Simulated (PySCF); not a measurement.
Computed with PySCF with PBE-D3(BJ)/def2-TZVP // PBE0-D3(BJ)/def2-TZVP. All species are isolated molecules in the gas phase. One relaxed conformer stands for a flexible species; it need not be the lowest. Delta-SCF ions had no search for a lower state. 

Reference species (SMILES): `C(=C)=C` (neutral, multiplicity 1).

* **S1 oscillator strength**: 0.000
* **HOMO**: -6.55 eV
* **vertical ionisation energy (Delta-SCF)**: 10.03 eV

Changed species: `C=C=CSC` (X = methylthio; the reference has X = H).

Problem. What does the change do to the S1 oscillator strength, HOMO and vertical ionisation energy (Delta-SCF)?

Solution. the S1 oscillator strength hardly moves; the HOMO rises by 1.56 eV, to -4.99 eV; the vertical ionisation energy (Delta-SCF) decreases by 2.11 eV, to 7.92 eV.
